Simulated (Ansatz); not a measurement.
**AlBH₂ (singlet): from Hartree-Fock to the top rungs at scale of all distances = 1.322, cc-pVDZ**

An exercise on one series of results from a longer session: the logs are not shown, and one member is left open.

Computed with Ansatz 0.2.0, Gaussian basis. Level: cc-pVDZ, core rule «outside noble gas», up to 6 orbitals frozen.

The runs, in order: UHF; CCSD(T) on RHF; CCSD(T) on UHF; BCCD(T) on RHF; CISD; CCSDT(Q) on RHF; CCSDT(Q) on UHF; CASSCF and MRCISD+Q, 2 electrons in 2 orbitals; CASSCF and NEVPT2, 2 electrons in 2 orbitals; CASSCF and MRCISD+Q, 8 electrons in 10 orbitals; CASSCF and MRCISD+Q(relaxed), 8 electrons in 10 orbitals; CASSCF and NEVPT2, 8 electrons in 10 orbitals.

13 further runs of the same task are left out: 1 for a mislabelled method, 10 that didn't finish, 2 set aside as unsound or not needed.

**The geometry**

The geometry derives from a PBE0/def2-TZVP stationary point (not a proven minimum). All distances are scaled together.

4 atoms, charge 0, spin multiplicity 1.

Atoms are counted from 1 here; the program's logs count them from 0.

No contacts short enough for the rule that draws bonds.

Set-up of the first run:

Input file in.yaml:

```yaml
crystal:
  periodic: [false, false, false]
  atoms:
    - {symbol: B, position_ang: [0.000000, 0.000000, 1.962886]}
    - {symbol: Al, position_ang: [0.000000, 0.000000, -0.998990]}
    - {symbol: H, position_ang: [0.000000, 1.328584, 2.844179]}
    - {symbol: H, position_ang: [0.000000, -1.328584, 2.844179]}
basis:
  gaussian: {orbitals: cc-pVDZ}
magnetization: {spin_polarized: true, initial_magnetization: 0}
hamiltonian: {xc: hf}
output: {orbitals: {seedname: orbitals}}
```

Launch:

```console
$ ansatz run in.yaml --threads 1 --pin off --events-out ev --progress --plain --max-ram 2393MiB
```

Among the steps run: UHF; CCSD(T) on RHF; CCSD(T) on UHF; BCCD(T) on RHF; CISD; CCSDT(Q) on RHF; CCSDT(Q) on UHF; CASSCF and MRCISD+Q, 2 electrons in 2 orbitals; CASSCF and NEVPT2, 2 electrons in 2 orbitals; CASSCF and MRCISD+Q, 8 electrons in 10 orbitals; CASSCF and MRCISD+Q(relaxed), 8 electrons in 10 orbitals; CASSCF and NEVPT2, 8 electrons in 10 orbitals.

One of the session's tables, all rows but one given; the rest of the session is left out.

It belongs to the step «Misses and costs». 

```
                   method  from RCCSDT(Q) (meV)
                      RHF               +4928.9
                      UHF               +4924.4
                     RMP2               +1348.1
                     CISD                +628.5
                    RCCSD                +206.1
                 RCCSD(T)                 +49.8
                  BCCD(T)                 +50.0
                   RCCSDT                  +9.2
                RCCSDT(Q)                     0
              CASSCF pair               +4326.1
              NEVPT2 pair                     ?
           CASSCF valence               +1968.0
           NEVPT2 valence                +625.4
           MRCISD valence                +127.4
         MRCISD+Q valence                 +37.1
MRCISD+Q(relaxed) valence                 -17.4
```

Q: Estimate the row for NEVPT2 pair from the others.

The run gave: from RCCSDT(Q) (meV): +1280.1. In the column «from RCCSDT(Q) (meV)» it lies between CISD (+628.5) and RMP2 (+1348.1).

Not comparable, so not listed: CCSD(T) on UHF; CASSCF and MRCISD+Q, 2 electrons in 2 orbitals (they don't share determinant, frozen orbitals or solution with the rows shown, or repeat one).

To keep in mind: Warnings: restricted reference is unstable; spin contamination. Warnings in the runs' records: passed over end.
